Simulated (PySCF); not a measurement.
# AlN⁺: from constants to spectrum

ωB97X-V constants of AlN⁺, ⁴Σ⁻ (quartet), unpaired electrons σ ↑, π ↑↑ (Al def2-TZVPPD, N def2-TZVPPD; no relativity (PySCF 2.14); masses 26.9815 and 14.0031 u):

- ωe: 242.6 cm⁻¹
- ωexe: 23.5 cm⁻¹
- Be: 0.4157 cm⁻¹
- αe: 0.0269 cm⁻¹
- De to Al⁺ + N: 0.263 eV

**Question.** What force constant and bond length do these constants imply?

**Answer.** Reduced mass μred = 9.2187 u; k = 5.8918×10⁻⁷·μred·ωe² (u, cm⁻¹, mdyn/Å) = 0.320 mdyn/Å; Re = √(16.8576/(μred·Be)) (u, cm⁻¹, Å) = 2.097 Å.

**Question.** Estimate the centrifugal constant D from the Kratzer relation and find the Dunham coefficient a1.

**Answer.** D = 4Be³/ωe² = 4.88e-06 cm⁻¹; a1 = −1 − αeωe/(6Be²) = -7.29.

The bond is weak. Basis-set superposition, not corrected here, can be much of De in a small basis, most of all at correlated wavefunction levels. For an ion De counts to the pair picked by the measured ionisation energies or electron affinities, which need not be the lowest pair at this level. The state was picked by a PBE0 search and need not be the measured ground state.
